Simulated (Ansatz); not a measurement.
# C₂H₄: geometry and frequencies at several levels

One table from this session's results is given with a row withheld; the runs are named, their logs left out.

Program: Ansatz 0.2.0. Level of theory: the levels named in each step. These are calculated values, not measurements.

## The system as given

Bond lengths: C1–C2 1.316 Å, C1–H3 1.078 Å, C1–H4 1.078 Å, C2–H5 1.078 Å, C2–H6 1.078 Å. Angles: C1–C2–H5 122.0°, C1–C2–H6 122.0°, H5–C2–H6 116.0°, C2–C1–H3 122.0°, C2–C1–H4 122.0°, H3–C1–H4 116.0°.

As a file:

```xyz
6

C    -0.6568   -0.0426   -0.0037
C     0.6568    0.0425    0.0036
H    -1.2861    0.8205    0.1403
H    -1.1678   -0.9796   -0.1538
H     1.2861   -0.8207   -0.1395
H     1.1678    0.9797    0.1530
```

Set-up of the first run:

Contents of input.yaml:

```yaml
crystal:
  periodic: [false, false, false]
  atoms:
    - { symbol: C, position_ang: [-0.65679, -0.04263, -0.00365] }
    - { symbol: C, position_ang: [0.6568, 0.0425, 0.00363] }
    - { symbol: H, position_ang: [-1.28608, 0.82053, 0.1403] }
    - { symbol: H, position_ang: [-1.16779, -0.97958, -0.15382] }
    - { symbol: H, position_ang: [1.28609, -0.82066, -0.13949] }
    - { symbol: H, position_ang: [1.16778, 0.97971, 0.15301] }
basis:
  gaussian: { orbitals: def2-SVP }
hamiltonian:
  xc: pbe
  dispersion: d4
relax:
  f_tol: 0.03
  max_steps: 200
```

Command:

```sh
> ansatz run input.yaml --threads 2 --pin off --max-ram 5120MiB --backend cpu --events-out ev --progress --plain --runs-dir out
```

Among the steps run: A rough first relaxation, PBE-D4/def2-SVP; Relaxation, PBE0-D4/def2-TZVPP; Frequencies, PBE0-D4/def2-TZVPP; Relaxation, PBE-D4/def2-TZVPP; Frequencies, PBE-D4/def2-TZVPP; Relaxation, r2SCAN-D4/def2-TZVPP; Frequencies, r2SCAN-D4/def2-TZVPP; Relaxation, B3LYP-D4/def2-TZVPP; Frequencies, B3LYP-D4/def2-TZVPP; Relaxation, B2PLYP/def2-TZVPP; Frequencies, B2PLYP/def2-TZVPP.

One table of the session follows, with a row left open; its other results are not shown here.

```
               level  C1–C2 (Å)  highest frequency (cm⁻¹)
  PBE0-D4/def2-TZVPP     1.3230                      3250
   PBE-D4/def2-TZVPP          ?                         ?
r2SCAN-D4/def2-TZVPP     1.3255                      3229
 B3LYP-D4/def2-TZVPP     1.3247                      3228
   B2PLYP/def2-TZVPP     1.3278                      3261
```

Estimate the missing values for PBE-D4/def2-TZVPP.

As computed: C1–C2 (Å): 1.3327; highest frequency (cm⁻¹): 3164. In the column «C1–C2 (Å)» it is the highest.
